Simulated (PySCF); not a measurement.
Molecule: `[C@@H]1(F)[C@H](C#C)C1`, C₅H₅F.

Mapped SMILES: `[CH:1]#[C:2][C@@H:3]1[CH2:4][C@@H:5]1[F:6]`; H(Xn) means a hydrogen on atom n. Ha(C4) is cis to C2 on the ring; Hb(C4) is trans to C2 on the ring.

Geometry PBE0-D3(BJ)/def2-SVP throughout; GIAO in PySCF 2.14.0 with density-fitted response routines, gas phase, one conformer, non-relativistic; equivalent atoms averaged; basis pcSseg-2.

Q: How do the absolute shieldings σ depend on the functional? (a selection of nuclei; ppm; last column core-seconds on shared hosts with different chips, so compare them loosely; the GGAs took longer than the global hybrids here, which isn't the general rule, and the cause wasn't traced)

A: 
| functional | kind | C2 | C5 | C4 | C3 | F6 | H(C5) | H(C1) | Ha(C4) | Hb(C4) | core-s |
| --- | --- | --- | --- | --- | --- | --- | --- | --- | --- | --- | --- |
| HF | Hartree–Fock | 106.5 | 129.2 | 178.6 | 189.0 | 447.4 | 27.67 | 29.64 | 30.58 | 30.86 | 16 |
| LDA | LDA | 89.3 | 100.4 | 161.9 | 168.1 | 403.3 | 26.28 | 29.42 | 29.78 | 29.87 | 32 |
| PBE | GGA | 94.1 | 102.0 | 161.7 | 167.9 | 399.3 | 26.77 | 29.75 | 30.21 | 30.28 | 40 |
| BLYP | GGA | 91.0 | 97.3 | 157.0 | 163.6 | 397.8 | 26.97 | 29.91 | 30.43 | 30.46 | 38 |
| BP86 | GGA | 94.4 | 101.9 | 161.4 | 167.6 | 400.5 | 26.84 | 29.78 | 30.25 | 30.34 | 40 |
| OPBE | GGA | 102.0 | 109.1 | 167.6 | 172.9 | 401.7 | 26.81 | 29.76 | 30.15 | 30.31 | 44 |
| KT2 | GGA | 104.4 | 108.3 | 166.0 | 172.3 | 399.4 | 26.76 | 29.48 | 30.25 | 30.27 | 49 |
| KT3 | GGA | 105.1 | 107.9 | 165.2 | 171.1 | 398.6 | 26.97 | 29.70 | 30.38 | 30.43 | 40 |
| B97-D | GGA | 97.9 | 103.4 | 161.9 | 168.1 | 402.5 | 27.01 | 29.90 | 30.41 | 30.49 | 47 |
| B3LYP | global hybrid | 93.9 | 104.6 | 162.1 | 169.5 | 410.8 | 27.10 | 29.83 | 30.38 | 30.50 | 34 |
| PBE0 | global hybrid | 97.6 | 110.6 | 167.6 | 174.7 | 414.9 | 26.97 | 29.69 | 30.21 | 30.38 | 34 |
| mPW1PW91 | global hybrid | 97.3 | 109.9 | 167.0 | 174.0 | 415.0 | 27.04 | 29.73 | 30.25 | 30.43 | 34 |
| WP04 | global hybrid | 93.9 | 95.7 | 154.8 | 160.7 | 407.0 | 27.41 | 30.11 | 30.42 | 30.68 | 30 |
| B97-2 | global hybrid | 99.8 | 110.4 | 167.1 | 174.0 | 413.7 | 27.09 | 29.79 | 30.32 | 30.49 | 29 |
| BHandHLYP | global hybrid | 98.3 | 114.3 | 168.7 | 177.3 | 426.6 | 27.27 | 29.71 | 30.39 | 30.58 | 29 |
| CAM-B3LYP | range-separated hybrid | 94.5 | 108.5 | 165.7 | 173.8 | 418.9 | 27.04 | 29.69 | 30.29 | 30.44 | 40 |
| wB97X-D | range-separated hybrid | 97.2 | 111.0 | 167.6 | 175.2 | 418.3 | 27.13 | 29.71 | 30.30 | 30.50 | 38 |
| LC-wPBE | range-separated hybrid | 97.0 | 113.9 | 171.3 | 179.1 | 425.3 | 27.05 | 29.68 | 30.18 | 30.44 | 54 |

Q: Which nucleus among those listed moves most, in ppm?

A: F6 (fluorine on an sp3 carbon): from 397.8 ppm with BLYP to 447.4 ppm with HF. The smallest spread is 0.68 ppm, at H(C1). Proton shifts span only some 12 ppm, so a few tenths of a ppm matter as much there as several ppm in carbon.
